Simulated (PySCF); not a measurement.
## Ionisation energy of Be by level of theory

Be [He] 2s2 (1S) → Be⁺ [He] 2s1 (2S), as a difference of total energies. All numbers are calculated (PySCF 2.14, the spin-free X2C one-electron Hamiltonian (Gaussian nucleus), in an even-tempered Gaussian basis (21 s from 0.022 bohr⁻², ratio 2.2; 10 p from 0.057 bohr⁻², ratio 2.4; 7 d from 0.17 bohr⁻², ratio 2.4; 6 f from 0.26 bohr⁻², ratio 2.4; 6 g from 0.39 bohr⁻², ratio 2.4)). Correlated levels: nothing frozen; virtual orbitals above 40 to 60 times the deepest correlated orbital energy dropped. The calculations carry no spin-orbit coupling.

Task: Order these methods by the ionisation energy they give, lowest first.
A. PBE0
B. PBE
C. LDA
D. r2SCANh

Result: D (8.806 eV), A (8.973 eV), B (8.999 eV), C (9.027 eV).

MP2 underrates the near-degeneracy of ns² with np² in the lower species.

For comparison: 9.323 eV (measured; NIST Atomic Spectra Database, ionization energies).
